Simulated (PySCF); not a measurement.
## B–NH2, triplet: the ladder up to RCCSDT

Geometry: a point of a stretch scan, not a stationary point.

```json
{"atom": "B", "x (Å)": "0.0000", "y (Å)": "0.0000", "z (Å)": "1.5560"}
{"atom": "N", "x (Å)": "0.0000", "y (Å)": "0.0000", "z (Å)": "-0.9790"}
{"atom": "H", "x (Å)": "0.0000", "y (Å)": "-0.8409", "z (Å)": "-1.5424"}
{"atom": "H", "x (Å)": "0.0000", "y (Å)": "0.8409", "z (Å)": "-1.5424"}
```

Basis 6-31G; PySCF 2.14.0. Correlated methods freeze the noble-gas cores, which leaves 10 electrons in 20 orbitals. Prefix R: restricted or restricted open-shell reference; prefix U: unrestricted.

Full CI isn't at hand for all of this; RCCSDT serves as the reference. It lacks quadruple excitations, which often exceed the step from CCSD(T) to CCSDT. The frozen core follows each run's orbitals, which can shift R against U totals by a few meV.

```
UHF ⟨S²⟩                          : 2.026
T1 diagnostic (ROHF- or RHF-based CCSD)             : 0.0148
largest doubles amplitude (ROHF- or RHF-based CCSD) : 0.108
T1 diagnostic (UCCSD)             : 0.0154
```

```tsv
level	E − E(RCCSDT) (kcal/mol)	share of correlation (%)	wall time
RHF	92.97	0.00	–
UHF	91.15	1.96	–
RMP2	22.13	76.20	–
UMP2	21.78	76.57	–
RCCSD	1.36	98.53	–
UCCSD	1.37	98.52	–
RCCSD(T)	0.28	99.70	0.7 s
UCCSD(T)	0.29	99.69	0.58 s
UCCSDT	-0.01	100.01	27 s
```

The correlation energy at RCCSDT, counted from RHF, is -4.031 eV. That run took 25 s on 1 thread of Arm Neoverse N1, shared host.

Times are those of the correlated step on a shared host, with one SCF added for the restricted CCSD run; they ran on 1 thread of Arm Neoverse N1.
